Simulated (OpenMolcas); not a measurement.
Potential curves of LiH⁺: spin-free states

Computed with OpenMolcas 26.06: state-averaged CASSCF(1,5) over Li 2s 2p, H 1s, XMS-CASPT2 (IPEA 0.25, imaginary shift 0.2 hartree), scalar X2C, ANO-RCC-VTZP, then RASSI spin–orbit state interaction with atomic mean-field integrals. C2 symmetry about the axis (a holds Σ, Δ, Γ; b holds Π, Φ, H; Σ⁺ and Σ⁻ are not told apart); roots by multiplicity and irrep: 2a 1.

XMS-CASPT2 energies in eV from the lowest point. Curves are followed by energy order within each symmetry, so they are adiabatic and may change character at avoided crossings; Σ⁺ and Σ⁻ are counted together.

```json
{"R (Å)": "1.877", "(1)2Σ": "0.070"}
{"R (Å)": "1.986", "(1)2Σ": "0.030"}
{"R (Å)": "2.085", "(1)2Σ": "0.010"}
{"R (Å)": "2.183", "(1)2Σ": "0.001"}
{"R (Å)": "2.292", "(1)2Σ": "0.000"}
{"R (Å)": "2.401", "(1)2Σ": "0.004"}
{"R (Å)": "2.554", "(1)2Σ": "0.015"}
{"R (Å)": "2.751", "(1)2Σ": "0.033"}
{"R (Å)": "3.056", "(1)2Σ": "0.059"}
{"R (Å)": "3.493", "(1)2Σ": "0.084"}
{"R (Å)": "4.148", "(1)2Σ": "0.104"}
{"R (Å)": "5.021", "(1)2Σ": "0.114"}
```

Task: With masses 7.016 and 1.008 u, fit the curves (1)2Σ near their minima.

Result: At XMS-CASPT2, Te from the lowest curve (the fit fixes ωe to a per cent or two; the method's Re and ωe can be off by some per cent):

```tsv
curve	Te (cm⁻¹)	Re (Å)	ωe (cm⁻¹)
(1)2Σ	0	2.259	409.7
```

Only roots inside an energy window near the equilibrium distance were included, so the list of states is not complete; labels number the states computed. Each spin and symmetry block has orbitals of its own, averaged over its own roots, so gaps between blocks are less sure than gaps within one and near the minimum can be off by tenths of an eV, in bad cases by more. No Rydberg orbitals are active, so Rydberg states, and σ→σ* states whose orbital the CASSCF left unused, can be missing between those listed. At stretched bonds a block can hold a wrong CASSCF solution and miss its lowest state; points past a visible jump are left out. No roots were computed in block 2b (none fell in the window or the block failed), so states of that kind are missing and can lie low or lowest. Points that failed a check (symmetry, reference weights, a jump) are left out.
